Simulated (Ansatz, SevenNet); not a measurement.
**How well does each level of theory give the bulk modulus of bcc Ta?**

Reference value: 198 GPa (measured, corrected for temperature and zero-point phonon effects, our sources range from 194 to 203; as tabulated in Levämäki et al. (2014), arXiv:1402.3671).

```json
[
 {"level (code)": "SevenNet-0", "value (GPa)": "197", "cell (Å³/atom)": "18.30", "error (%)": "-0.5"},
 {"level (code)": "LDA (Ansatz)", "value (GPa)": "220", "cell (Å³/atom)": "17.21", "error (%)": "+11.1"},
 {"level (code)": "PBE (Ansatz)", "value (GPa)": "194", "cell (Å³/atom)": "18.28", "error (%)": "-2.0"},
 {"level (code)": "rVV10 (Ansatz)", "value (GPa)": "195", "cell (Å³/atom)": "18.57", "error (%)": "-1.5"},
 {"level (code)": "HSE06 (Ansatz)", "value (GPa)": "198", "cell (Å³/atom)": "18.07", "error (%)": "0.0"}
]
```

Once the reference is moved by up to 2.4 % (a margin picked here for doubts on the reference and the settings) and values within 1.7 % count as equal, the nearest can be HSE06 (0.0 %), SevenNet-0 (-0.5 %), rVV10 (-1.5 %) or PBE (-2.0 %). Among them LDA (+11.1 %) misses by most. Within 5 %: SevenNet-0, PBE, rVV10, HSE06.

Density-functional levels without +SOC have no spin–orbit coupling. Each level is taken at its own relaxed cell. Cutoffs and k meshes differ between the levels. Ansatz's density-functional and Hartree–Fock values are scalar-relativistic unless marked +SOC, with PAW data made under PBE.

Machine-learned potentials (SevenNet-0) are trained on DFT data: a solid inside that data is no test of them.

Differences are worked out from the printed values.

Ansatz is a quantum-chemistry and plane-wave program.
